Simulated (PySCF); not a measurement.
Compound: propiolamide, C₃H₃NO.
Numbering: `[CH:1]#[C:2][C:3]([NH2:4])=[O:5]` (hydrogens: H6 on C1; H7, H8 on N4)

Torsions of this conformer, `[CH:1]#[C:2][C:3]([NH2:4])=[O:5]`: H–N4–C3–C2 0°, H–N4–C3–C2 180°.

The closed-shell ground state was solved at several levels (PySCF, density fitting, gas phase, non-relativistic). Geometry: PBE0-D3(BJ)/def2-SVP; no solvent, vibrations or thermal averaging.

```tsv
level	basis functions	HOMO (eV)	LUMO (eV)	gap (eV)	dipole (D)
B3LYP/def2-SVPD	127	-7.69	-1.36	6.33	3.96
mPW1PW91/pcSseg-2	222	-7.97	-1.10	6.87	3.97
B3LYP/pcJ-1	165	-7.57	-1.15	6.42	3.98
```

(1) Estimate the row for PBE0/pcSseg-1, a basis of 100 functions; the other rows only guide the guess.

(2) Over all these levels, which gives the widest orbital gap and which the narrowest?

(3) How far do the dipole and the HOMO energy spread over the levels?

Results:

(1) HOMO -7.87 eV, LUMO -0.95 eV, gap 6.92 eV, dipole 3.98 D.

(2) PBE0/pcSseg-1 (global hybrid, 25 % exact exchange) has the widest, 6.92 eV, and B3LYP/def2-SVPD (global hybrid, 20 % exact exchange) the narrowest, 6.33 eV. Functional and basis both differ between the two, so the spread mixes both effects.

(3) The dipole runs from 3.96 to 3.98 D (mean 3.97 D) and the HOMO from -7.97 to -7.57 eV.
